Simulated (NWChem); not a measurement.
System: SiH2, singlet; SMILES [SiH2]

```xyz
3

Si     0.0000     0.0000     0.1809
H      1.0934     0.0000    -0.8898
H     -1.0934     0.0000    -0.8898
```
Atoms are numbered in this order, from 1.

Computed with NWChem. Low-valent species are run as closed-shell singlets; no triplet was tried in these runs. Structure relaxed at the B3LYP/6-31G* (spherical d) level. B3LYP is NWChem's, with the RPA form of VWN correlation. Level: B3LYP/def2-SVP with SMD (1 M gas to 1 M solution), gas-phase geometry. Reactions with the solvent are ignored.

Task: Among these, which solvent gives the highest value of “cavity-dispersion-structure term (kcal/mol)”?
A. n-hexane
B. cyclohexane
C. chloroform
D. water

Result: D, water. Values: chloroform -0.8; n-hexane -0.8; cyclohexane -0.5; water 1.1
